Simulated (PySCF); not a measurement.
ammonia (H3N), SMILES N. Geometry optimised at PBE-D3(BJ)/def2-TZVPD.

TDDFT-LC-ωPBE/def2-TZVPD (PySCF) puts the lowest singlet excitations at 6.96, 9.21, 9.21, 10.50, 10.50, 10.82 eV and the lowest triplet (TDA) at 6.52 eV.

Question: What are the lowest singlet roots from EOM-CCSD/aug-cc-pVDZ run with PySCF 2.14.0? (Estimate from the structure and the level; the computed values follow.)

Answer: 6.45, 8.03, 8.03, 9.66, 10.36, 10.50 eV; triplets 6.14, 7.89, 7.89 eV. S1 differs by -0.51 eV (second minus first; roots are paired by order, and the bases may differ).
